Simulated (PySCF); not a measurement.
Compound: 4-methylthiazole, C4H5NS.
Z-matrix (Å and degrees, PBE0-D3(BJ)/def2-TZVP geometry), rows numbered from 1:
```
C 
C   1  1.4881
C   2  1.3644  1  126.11
S   3  1.7061  2  110.29  1  -179.63
C   4  1.7142  3   89.16  2    -0.00
N   5  1.2949  4  115.02  3    -0.02
H   1  1.0900  2  111.31  3    -5.34
H   1  1.0929  2  110.46  3   115.31
H   1  1.0920  2  110.33  3  -126.24
H   3  1.0788  2  128.20  1     0.57
H   5  1.0820  4  121.04  3  -179.92
```

Computed with PySCF at wB97X-D/pcSseg-2, non-relativistic, on one gas-phase PBE0-D3(BJ)/def2-TZVP geometry that isn't relaxed in the solvent. The solvent is an IEF-PCM continuum (Bondi radii, 1.10 Å for H, scaled by 1.2). Only the electrostatic response of the medium enters.

Gas phase at wB97X-D/pcSseg-2: HOMO -8.81 eV, LUMO 1.05 eV, dipole 1.35 D.

Problem. What does the continuum do to the energy, the frontier levels and the dipole at wB97X-D/pcSseg-2 in chloroform?

Solution. 
```tsv
solvent	ε	E(solvent) − E(gas) (kcal/mol)	polarisation term (kcal/mol)	distortion of the solute (kcal/mol)	HOMO (eV)	LUMO (eV)	dipole (D)
chloroform	4.711	-3.21	-3.61	0.40	-8.77	1.06	1.79
```

The polarisation term is half the interaction of the solute with the surface charges that it induces; the rest is the cost of distorting the solute's density. The sum is the electrostatic part of solvation alone.

Problem. Which radius a makes the point-dipole formula ΔE = −[(ε − 1)/(2ε + 1)]·μ²/a³ give the value in chloroform, with the gas-phase dipole?

Solution. μ = 0.530 au and |ΔE| = 0.00512 Eh give a = 1.43 Å; the farthest nucleus lies 3.08 Å from the centroid of the nuclei, so such a sphere wouldn't even hold the nuclei. The formula assumes a rigid point dipole at the centre of a sphere.

The pairwise dispersion term of wB97X-D wasn't added to the energies; at a given geometry it leaves orbitals and properties as they are.
